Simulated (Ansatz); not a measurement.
Computed with Ansatz on PBE0-D4/def2-TZVP structures; ΔE is electronic, products minus reactants. CBS: MP2 limit from def2 TZ/QZ plus the TZ coupled-cluster correction, frozen cores. This one scheme is used for every species. Functionals use def2-TZVPP. Each species was taken in one conformer, which may not be the lowest.

Reaction (formal hydrolysis of a C–C bond): `C=C=CCO` + H₂O → `C=C=CO` + CH₃OH

CCSD(T)/CBS gives +63.9 kJ/mol.

(1) Another level gave +52.1 kJ/mol. Which?
A. ωB97M-V/def2-TZVPP
B. BLYP/def2-TZVPP
C. PBE/def2-TZVPP
D. PBE0/def2-TZVPP

(2) What do rigid-rotor, harmonic-oscillator terms from PBE0-D4/def2-TZVP frequencies (298.15 K, 1 bar) make of the CCSD(T)/CBS value? (Estimate.)

Largest T1 diagnostic among the species: 0.013.

Results:

(1) D. PBE0 52.1, PBE 47.3, ωB97M-V 56.5, BLYP 42.1 kJ/mol.

(2) The calculation gave: ΔZPE = +4.0 kJ/mol, ΔH = +65.8 kJ/mol, ΔS = 16 J/(mol·K), ΔG = +61.1 kJ/mol.

The D4 term adds +4.8 kJ/mol with B3LYP and +2.7 kJ/mol with PBE0; it sums over pairs of atoms, weighted by their polarisabilities, and B3LYP, whose exchange is more repulsive, gets the larger term. From r2SCAN to r2SCAN0 (25 % exact exchange), in def2-TZVPP and without D4, ΔE moves by +3.4 kJ/mol. Leaving LDA and LC-ωPBE aside and taking each functional with its dispersion term where it has one, the values, not all of them listed here, spread over 11.3 kJ/mol, from BLYP-D4 to PBE-QIDH. LDA lies +4.3 kJ/mol from PBE without D4.

B3LYP here is the variant with VWN-RPA as its local correlation; programs differ in this.
